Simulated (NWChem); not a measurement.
## What CH5BO (SMILES CBO) costs in NWChem

The species is CH5BO (8 atoms), meant as a singlet with charge 0. As SMILES, `CBO`. Geometry: relaxed at PBE0-D4/def2-TZVP. This is one conformer, not always the lowest.

```xyz
8

C    -0.6186    0.7103   -0.3246
B     0.5088   -0.2401    0.1802
O     0.2407   -1.5583    0.3556
H    -1.5683    0.2012   -0.4994
H    -0.3085    1.2051   -1.2519
H    -0.7805    1.5201    0.3957
H     1.6205    0.1631    0.4208
H     0.9982   -2.0584    0.6677
```

Program: NWChem 7.3.0. Hardware: 1 thread of Intel Xeon at 2.30GHz, shared host, so times are rough. Two-electron integrals are exact unless an approximation is named.

Question: Estimate their order by wall time, quickest first.
A. gradient at MP2/6-311+G**, 3 core orbitals frozen
B. gradient at HF/STO-3G
C. gradient at B3LYP/6-31G* (spherical functions), grid xfine
D. energy at CCSD(T)/6-311+G**, 3 core orbitals frozen

Answer: B (1.8 s), C (12 s), A (35 s), D (2.4 min).
